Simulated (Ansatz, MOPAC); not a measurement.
Barrier height from NH2 (SMILES [NH2]) + CH4 (SMILES C) to the transition structure CH6N, without zero-point energy, on the benchmark's geometries as Psi4's copy of the set gives them.
Transition structure (charge 0, multiplicity 2):
```xyz
8

C     -1.2608     0.0000     0.0123
N      1.3133     0.0000    -0.1368
H     -1.5840     0.9085    -0.4847
H     -1.4637    -0.0046     1.0773
H     -1.5847    -0.9039    -0.4927
H      0.0431    -0.0001    -0.1517
H      1.4805     0.8056     0.4678
H      1.4806    -0.8055     0.4678
```
Reactant (charge 0, multiplicity 2):
```xyz
3

N      0.000     0.000    -0.080
H      0.000    -0.802     0.556
H      0.000     0.802     0.556
```

Open shells are unrestricted; no spin–orbit coupling.

Cores are frozen in the correlated methods. The state that PM3 reach isn't checked.

Programs: Ansatz (an electronic-structure program); MOPAC for PM3 (differences of heats of formation). Values without a source in brackets are computed.

Task: Estimate the barrier height that B2PLYP/def2-TZVPPD returns for this input.

Result: 12.8 kcal/mol

Task: Estimate the barrier height that CCSD/cc-pVDZ returns for this input.

Result: 17.4 kcal/mol

Task: Predict the barrier height from PM3.

Result: 20.0 kcal/mol
